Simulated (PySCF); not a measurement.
Coordinates in bohr (charge 0 multiplicity 1):
```
S     0.0000    1.2456    0.0000
S     0.0000   -0.6228    3.1407
S     0.0000   -0.6228   -3.1407
```

Level of theory: PBE in PySCF with S def2-TZVP; no relativity; density-fitted integrals.

This geometry of S3 is a stationary point at this level.

(1) What is the point group?

(2) Is it a minimum?

(3) List the harmonic modes with their infrared intensities.

(4) Give the ideal-gas entropy at 298.15 K and 1 bar by parts.

(5) What is the atomisation energy, with and without zero-point energy?

## Answers

(1) C2v.

(2) Yes: all harmonic wavenumbers are real.

(3) 
```json
{"symmetry": "a1", "ω (cm⁻¹)": "255", "IR (km/mol)": "0.7"}
{"symmetry": "a1", "ω (cm⁻¹)": "583", "IR (km/mol)": "2.2"}
{"symmetry": "b2", "ω (cm⁻¹)": "669", "IR (km/mol)": "118"}
```

(4) translation 165.8, rotation 98.9, vibration 10.5, spin 0.0; total 275.2 J/(mol K).

(5) 774 kJ/mol without, 765 kJ/mol with.

Only a few start shapes were tried, so a lower isomer may exist.
